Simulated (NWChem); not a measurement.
A series in which one site is exchanged, each optimised at PBE0/def2-SVP with NWChem, gas phase unless a solvent is named. Some are not confirmed as minima by frequencies. def2 effective core potentials on Sn, Hf; no spin-orbit coupling.

A: [SiH4] (SiH4; site = Si)
B: C (CH4; site = C)
C: [SnH4] (SnH4; site = Sn)
D: [HfH4] (HfH₄; site = Hf)

Problem. Rank them by lowest singlet excitation, PBE0/def2-SVPD, TDA (eV), lowest first.

Solution. D (4.36), C (8.00), A (9.17), B (10.52)
